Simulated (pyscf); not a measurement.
PySCF, gas phase, ωB97X-D3(BJ)/def2-SVP geometries.

Task: HO–Ge(OH)(OH)–OH -> water (H₂O) + O=Ge(OH)–OH
Surface: singlet. Broken: Ge–O, H–O. Formed: H–O. Give ΔE‡ and ΔE from ωB97M-D3(BJ)/def2-TZVP, relative to the reactant's lowest minimum found.

Result: ΔE‡ = 47.1 kcal/mol, ΔE = +61.8 kcal/mol. Zero-point energy shifts the barrier by -1.4 kcal/mol. It is an elimination, with an imaginary mode of 833i cm⁻¹. On the product side the descent ends in an adduct with a Ge–O contact, 19.2 kcal/mol under the separated species and 3.7 kcal/mol under the saddle at ωB97X-D3(BJ)/def2-TZVP. At ωB97M-D3(BJ) the saddle lies under the separated products, which points to a path from their complex (located at ωB97X-D3(BJ) alone), and parting the products costs more than the saddle. What is counted as broken (Ge–O) persists as a longer contact in the product adduct; parting that adduct is a step of its own. This is the saddle that the search found; another between the same sides may lie lower. Elements up to Kr have no core potential and no relativistic terms here.
